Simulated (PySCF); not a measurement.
**What builds the electron affinity along the third row**

All values are computed (PySCF 2.14, energy differences of UHF-based or UKS calculations, no spin-orbit coupling). Each column adds one step, in eV (sums use unrounded values): valence MP2, valence CCSD, valence triples, then the next inner shell at CCSD(T) (Al 2s 2p, Si 2s 2p, Cl 2s 2p). References (photodetachment measurements) marked * lie between the lowest fine-structure levels; the others compare directly ((s) semi-empirical, (t) theoretical).

| element | UHF | + MP2 | + CCSD | + (T) | + inner shell | sum | reference |
| --- | --- | --- | --- | --- | --- | --- | --- |
| Al [Ne] 3s2 3p2 → [Ne] 3s2 3p1 (aug-cc-pCVTZ-DK with one added diffuse shell each of s, p, d, f type, spin-free X2C) | 0.012 | 0.349 | 0.010 | 0.051 | -0.014 | 0.407 | 0.433 * |
| Si [Ne] 3s2 3p3 → [Ne] 3s2 3p2 (aug-cc-pCVTZ-DK with one added diffuse shell each of s, p, d, f type, spin-free X2C) | 0.845 | 0.536 | -0.061 | 0.060 | -0.009 | 1.372 | 1.390 * |
| Cl [Ar] → [Ne] 3s2 3p5 (aug-cc-pCVTZ-DK with one added diffuse shell each of s, p, d, f type, spin-free X2C) | 2.358 | 1.267 | -0.226 | 0.095 | 0.002 | 3.496 | 3.613 * |

What remains against the references is mostly basis incompleteness and, for starred values, spin-orbit coupling.

Question: What share of the correlation contribution for Cl comes from the inner shell?

Answer: The four steps add to 1.138 eV, of which the inner shell gives 0.002 eV, or 0 %.
